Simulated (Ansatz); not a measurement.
# C₆H₁₂: one species, many methods

One table from this session's results is given with a row withheld; the runs are named, their logs left out.

Program: Ansatz 0.2.0, Gaussian basis. Level of theory: functionals in def2-TZVPP, the program's frozen cores in correlated methods. These are calculated values, not measurements.

Levels to be run: LDA (SPW92), PBE-D4, revPBE-D4, BLYP-D4, r2SCAN-D4, B97M-V, PBE0-D4, B3LYP-D4, r2SCANh-D4, r2SCAN0-D4, HSE06-D4, BHLYP-D4, CAM-B3LYP-D4, LC-ωPBE, ωB97X-V, ωB97M-V, B2PLYP, PBE-QIDH; CCSD(T)/def2-SVP; CCSD(T)/def2-TZVPP; MP2/def2-QZVPP; extrapolation to the limit; RPA on PBE.

### Structure used throughout

An earlier PBE0-D4 in a triple-zeta def2 set relaxation fixed the geometry.

SMILES `C=C(C)CCC`, 18 atoms, charge 0, spin multiplicity 1.

Atoms are counted from 1 here; the program's logs count them from 0.

Bond lengths: C1–C2 1.329 Å, C1–H7 1.085 Å, C1–H8 1.085 Å, C2–C3 1.497 Å, C2–C4 1.500 Å, C3–H9 1.091 Å, C3–H10 1.095 Å, C3–H11 1.094 Å, C4–C5 1.527 Å, C4–H12 1.094 Å, C4–H13 1.099 Å, C5–C6 1.518 Å, C5–H14 1.095 Å, C5–H15 1.095 Å, C6–H16 1.092 Å, C6–H17 1.094 Å, C6–H18 1.094 Å. Angles: C2–C1–H7 121.6°, C2–C1–H8 121.4°, H7–C1–H8 117.1°, C1–C2–C3 121.8°, C1–C2–C4 121.5°, C3–C2–C4 116.7°, C2–C3–H9 111.5°, C2–C3–H10 110.7°, C2–C3–H11 111.3°, H9–C3–H10 108.4°, H9–C3–H11 108.0°, H10–C3–H11 106.6°, C2–C4–C5 114.1°, C2–C4–H12 109.3°, C2–C4–H13 109.1°, C5–C4–H12 109.1°, C5–C4–H13 108.5°, H12–C4–H13 106.6° and more.

Set-up of the first run:

File in.yaml:

```yaml
crystal:
  periodic: [false, false, false]
  atoms:
    - {symbol: C, position_ang: [-2.124625, 0.538142, 0.996361]}
    - {symbol: C, position_ang: [-1.015894, -0.164248, 0.784446]}
    - {symbol: C, position_ang: [-0.376988, -0.974738, 1.868547]}
    - {symbol: C, position_ang: [-0.343677, -0.183665, -0.556914]}
    - {symbol: C, position_ang: [1.049531, 0.441354, -0.565893]}
    - {symbol: C, position_ang: [1.670942, 0.442285, -1.951394]}
    - {symbol: H, position_ang: [-2.610613, 0.553362, 1.966003]}
    - {symbol: H, position_ang: [-2.584857, 1.119454, 0.204507]}
    - {symbol: H, position_ang: [-0.965586, -0.949157, 2.786290]}
    - {symbol: H, position_ang: [-0.265663, -2.019088, 1.557576]}
    - {symbol: H, position_ang: [0.627805, -0.608347, 2.100002]}
    - {symbol: H, position_ang: [-0.973866, 0.337773, -1.284090]}
    - {symbol: H, position_ang: [-0.260912, -1.223261, -0.902354]}
    - {symbol: H, position_ang: [1.703286, -0.099348, 0.125738]}
    - {symbol: H, position_ang: [0.980241, 1.466478, -0.186461]}
    - {symbol: H, position_ang: [2.665430, 0.894120, -1.944274]}
    - {symbol: H, position_ang: [1.054982, 1.004535, -2.658920]}
    - {symbol: H, position_ang: [1.770483, -0.575642, -2.339182]}
basis:
  gaussian: {orbitals: def2-TZVPP}
hamiltonian: {xc: lda}
output: {orbitals: {seedname: orbitals}}
```

The run is started by

```console
$ ansatz run in.yaml --threads 2 --pin off --events-out ev --progress --plain --max-ram 31744MiB --backend cuda --devices 0, --max-vram 18GiB
```

Among the steps run: LDA; PBE-D4 (GGA); revPBE-D4 (GGA); BLYP-D4 (GGA); r2SCAN-D4 (meta-GGA); B97M-V (meta-GGA); B3LYP-D4 (hybrid); r2SCANh-D4 (hybrid); r2SCAN0-D4 (hybrid); HSE06-D4 (hybrid); BHLYP-D4 (hybrid); CAM-B3LYP-D4 (range-separated); LC-ωPBE (range-separated); ωB97X-V (range-separated); ωB97M-V (range-separated); B2PLYP (double hybrid); PBE-QIDH (double hybrid).

One table of the session follows, with a row left open; its other results are not shown here.

It belongs to the step «Frontier levels by functional». 

| functional | HOMO (eV) | LUMO (eV) | gap (eV) |
| --- | --- | --- | --- |
| LDA (SPW92) | -6.06 | -0.71 | 5.36 |
| PBE-D4 | -5.90 | -0.49 | 5.41 |
| revPBE-D4 | -5.84 | -0.40 | 5.43 |
| BLYP-D4 | -5.75 | -0.37 | 5.38 |
| r2SCAN-D4 | -6.08 | -0.22 | 5.86 |
| B97M-V | -6.12 | -0.20 | 5.92 |
| PBE0-D4 | -7.01 | 0.53 | 7.54 |
| B3LYP-D4 | -6.79 | 0.29 | 7.08 |
| r2SCANh-D4 | -6.50 | 0.14 | 6.65 |
| r2SCAN0-D4 | -7.13 | 0.69 | 7.82 |
| HSE06-D4 | -6.61 | 0.15 | 6.76 |
| BHLYP-D4 | -7.97 | 1.60 | 9.57 |
| CAM-B3LYP-D4 | -8.33 | 1.64 | 9.97 |
| LC-ωPBE | -9.72 | 2.83 | 12.55 |
| ωB97X-V | -9.34 | 2.72 | 12.06 |
| ωB97M-V | ? | ? | ? |

Q: Estimate the row for ωB97M-V from the others.

**Answer.** HOMO (eV): -9.25; LUMO (eV): 2.50; gap (eV): 11.75. In the column «HOMO (eV)» it lies between ωB97X-V (-9.34) and CAM-B3LYP-D4 (-8.33).
